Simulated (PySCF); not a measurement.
Gas-phase reaction: NH3 + SiH4 = H3SiNH2 + 2 H

Method: PySCF energies plus ideal-gas RRHO corrections (1 bar). † marks an energy on the PBE0/def2-TZVP geometry and frequencies; other levels use their own. MP2 and CCSD(T) freeze the core. 6-31G* has spherical d functions here. Open shells (unrestricted): H (multiplicity 2); the rest are closed-shell singlets. H3SiNH2: computed as isolated molecules; such fragments, hydroxides, amides, oligomers or adducts are transient or little studied in the gas. MP2 isn't extrapolated to the basis-set limit; its ΔH°(298 K) is 363.7 kJ in def2-SVP and 373.9 kJ in def2-TZVPP. CCSD(T) isn't extrapolated to the basis-set limit; its ΔH°(298 K) is 393.1 kJ in def2-SVP and 401.7 kJ in def2-TZVPP. The harmonic model lacks anharmonicity and excited electronic states, which grow with temperature; levels with a mode under 35 cm⁻¹ are left out. Internal rotation in H3SiNH2 is treated as a harmonic vibration of one conformer, which makes the entropy rough.

| level | ΔE electronic, kJ | ΔH°(298 K), kJ | ΔS°(298 K), J/K | ΔG°(2000 K), kJ |
|---|---|---|---|---|
| CCSD(T)/def2-SVP† | 428 | 393 | 97 | 143 |
| HF/6-31G* | 339 | 301 | 96 | 49 |
| M06-2X/def2-TZVP† | 420 | 385 | 97 | 135 |
| MP2/def2-TZVPP† | 408 | 374 | 97 | 124 |
| PBE/def2-SVP | 418 | 385 | 94 | 139 |
| LDA/def2-TZVP† | 451 | 417 | 97 | 167 |
ΔH° is lowest at HF/6-31G* and highest at LDA/def2-TZVP†. No reference value is set beside these.
